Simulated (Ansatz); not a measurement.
Compare A (`C#CCOC`) with its isomer B (`C=COC=C`).

Program: Ansatz. Geometries: PBE0-D4/def2-TZVP. ΔE: electronic, gas phase. CBS: MP2 limit from def2 TZ/QZ plus the TZ coupled-cluster correction, frozen cores. Functionals use def2-TZVPP. B3LYP here is the variant with VWN-RPA as its local correlation; programs differ in this. Each species was taken in one conformer, which may not be the lowest.

A:

```xyz
11

C     2.323   -1.710   -0.185
C     1.256   -1.167   -0.116
C    -0.050   -0.539   -0.036
O     0.083    0.855    0.057
C    -1.166    1.487    0.136
H     3.274   -2.186   -0.245
H    -0.640   -0.812   -0.925
H    -0.590   -0.935    0.840
H    -1.778    1.286   -0.755
H    -0.984    2.559    0.205
H    -1.728    1.162    1.023
```

B:

```xyz
11

C     1.207   -0.006   -1.448
C    -0.116    0.093   -1.439
O    -0.927    0.134   -0.353
C    -0.423   -0.286    0.839
C    -0.838    0.221    1.987
H     1.803   -0.037   -0.546
H     1.721   -0.035   -2.398
H    -0.702    0.170   -2.347
H     0.297   -1.097    0.766
H    -1.549    1.036    2.021
H    -0.472   -0.192    2.917
```

(1) Which isomer does CCSD(T)/CBS put lower? Give the gap. (Best estimate.)

(2) Give E(B) − E(A) in kcal/mol with r2SCAN-D4, CCSD(T)/def2-TZVPP, MP2/def2-TZVPP, ωB97M-V, CCSD/def2-TZVPP, B3LYP, HF/def2-TZVPP. (Best estimate.)

(3) Does the order hold for the free energy at 298.15 K (harmonic terms from PBE0-D4)? (An estimate is asked.)

Largest T1 diagnostic: 0.013.

Results:

(1) Computed: B, by 20.1 kcal/mol.

(2) The calculation gave: r2SCAN-D4 -24.3, CCSD(T)/def2-TZVPP -20.1, MP2/def2-TZVPP -17.7, ωB97M-V -21.6, CCSD/def2-TZVPP -19.4, B3LYP -22.6, HF/def2-TZVPP -19.1. None reverses the order clearly.

(3) Ansatz gave: Yes: G(B) − G(A) = -19.5 kcal/mol, for one conformer each.

From PBE to PBE0 (25 % exact exchange), in def2-TZVPP and without D4, E(B) − E(A) moves by +1.1 kcal/mol. Leaving LDA and LC-ωPBE aside and taking each functional with its dispersion term where it has one, the values, not all of them listed here, spread over 4.2 kcal/mol, from PBE-D4 to B2PLYP. LDA lies −2.5 kcal/mol from PBE without D4.
